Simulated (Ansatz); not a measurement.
System: fcc Ir. Method: revPBE (Ansatz, a program for electronic structure, PAW).

Run with plane-wave cutoff 520 eV, 24×24×24 k mesh, Fermi–Dirac smearing 0.05 eV, no spin polarisation, scalar-relativistic PAW data made under PBE.

Computed at the level's own relaxed cell.

Q: Estimate the equilibrium volume per atom, bulk modulus, equilibrium lattice constant a and pressure derivative B′ of the bulk modulus that the calculation returns.

A: 
* **equilibrium volume per atom**: 14.62 Å³/atom
* **bulk modulus**: 336 GPa
* **equilibrium lattice constant a**: 3.882 Å
* **pressure derivative B′ of the bulk modulus**: 5.1

The run finds no gap.

Measured, for comparison: equilibrium volume per atom 14.06 Å³/atom, lattice constant a 3.831 Å (static lattice: zero-point anharmonic expansion removed; as tabulated in Mejia-Rodriguez and Trickey (2018), arXiv:1807.09216); bulk modulus 365 GPa (corrected for temperature and zero-point phonon effects; as tabulated in Levämäki et al. (2014), arXiv:1402.3671). Computed (rounded) less measured: equilibrium volume per atom +4.0 %, bulk modulus -8 %, lattice constant a +1.3 %.

Spin–orbit coupling is not included.

Static lattice: no zero-point or thermal effects.

The result took around 80 core-seconds (rough).
